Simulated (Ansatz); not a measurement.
**Breaking a bond in OCS (carbonyl sulfide)**

OCS has 3 atoms, charge 0, and is taken as a singlet. As SMILES, `O=C=S`. Geometry: relaxed at GFN2-xTB.

```xyz
3

O     0.9177    0.6827    0.5796
C     0.0927    0.0663    0.0583
S    -1.0104   -0.7490   -0.6379
```

The O1–C2 distance is scanned; the parts on either side stay rigid. Basis STO-3G, 7 core orbitals frozen in the correlated methods; program Ansatz 0.2.0. FCI is exact within this basis and core. Energies in eV from each method's value at 1.154 Å; methods without a U are spin-restricted. The shape above is that at 1.154 Å.

```csv
distance (Å),BLYP,B3LYP,r2SCAN0,wB97M-V,BCCD(T),CCSDT(Q),FCI
1.154,0.00,0.00,0.00,0.00,0.00,0.00,0.00
1.443,0.85,1.29,1.67,1.58,1.11,1.07,1.10
2.308,8.26,8.57,9.03,8.60,7.42,7.37,7.35
2.885,9.66,9.47,9.79,9.30,7.57,7.56,7.55
```

Departure from the FCI curve at its largest: BLYP +2.11 eV at 2.88 Å; B3LYP +1.93 eV at 2.88 Å; r2SCAN0 +2.24 eV at 2.88 Å; wB97M-V +1.75 eV at 2.88 Å; BCCD(T) +0.07 eV at 2.31 Å; CCSDT(Q) -0.03 eV at 1.44 Å. Restricted functionals keep the electrons paired too, and rise too high.
